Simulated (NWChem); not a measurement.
## Correlation energy of pyrrole (C$_{4}$H$_{5}$N)

SMILES: c1cc[nH]c1
```xyz
10

C     -0.7108     0.0000     0.9829
C      0.7108     0.0000     0.9829
C      1.1192     0.0000    -0.3342
N      0.0000     0.0000    -1.1172
C     -1.1192     0.0000    -0.3342
H     -1.3652     0.0000     1.8525
H      1.3652     0.0000     1.8525
H      2.1156     0.0000    -0.7708
H      0.0000     0.0000    -2.1269
H     -2.1156     0.0000    -0.7708
```
Charge 0, spin multiplicity 1.

The numbers come from NWChem runs, not from measurements. Structure: optimised with PBE0/def2-SVP, a minimum by its harmonic frequencies.

Basis set: 6-31G*. Each correlation energy counts from its own Hartree-Fock reference.

The correlated methods keep 5 core orbitals frozen. The Pople sets run with spherical d functions. Coupled-cluster values serve here as a point of comparison, not as the truth.

```
method        correlation energy (mHa)
------------  ------------------------
MP2                         (withheld)
SCS-MP2                         -647.4
CR-CCSD[T]                      -717.5
CR-CCSD(T)                  (withheld)
CCSD                            -697.0
CCSD+T(CCSD)                    -725.8
CCSD(T)                         -724.9
```

Task: What belongs in the gaps?

Result: 
- MP2, correlation energy (mHa): -667.6
- CR-CCSD(T), correlation energy (mHa): -716.8
